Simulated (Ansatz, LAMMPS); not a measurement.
# Lattice parameter c of hcp Hf: levels of theory against measurement

Reference value: 5.051 Å (measured, 293 K, not corrected to a static lattice; as tabulated in Wikipedia's data pages).

```
level (code)                    value (Å)
------------------------------  ---------
Lennard-Jones uff-vdw (LAMMPS)      4.984
PBE (Ansatz)                            ?
PBE-D3(BJ) (Ansatz)                 5.023
r²SCAN (Ansatz)                     5.044
PBE0 (Ansatz)                       5.083
```

### Question
What belongs in the gaps?

### Answer

- PBE (Ansatz, a program for electronic structure), value (Å): 5.068

Differences against the reference: Lennard-Jones uff-vdw -1.33 %, PBE +0.34 %, PBE-D3(BJ) -0.55 %, r²SCAN -0.14 %, PBE0 +0.63 %.

Leaving aside Lennard-Jones uff-vdw, which can be fitted to such values or carry a doubt: The reference is not for a static lattice or low temperature, so close values are not ranked against it.

The measured value isn't corrected to a static lattice, so vibrations enter the comparison. A static lattice is as a rule a little smaller than the measured one.  Density-functional levels without +SOC have no spin–orbit coupling. Lennard-Jones uff-vdw: this is a force field's van der Waals term alone, without bonds or charges. Cutoffs and k meshes differ between the levels. Ansatz's density-functional and Hartree–Fock values are scalar-relativistic unless marked +SOC, with PAW data made under PBE.

Differences are worked out from the printed values.
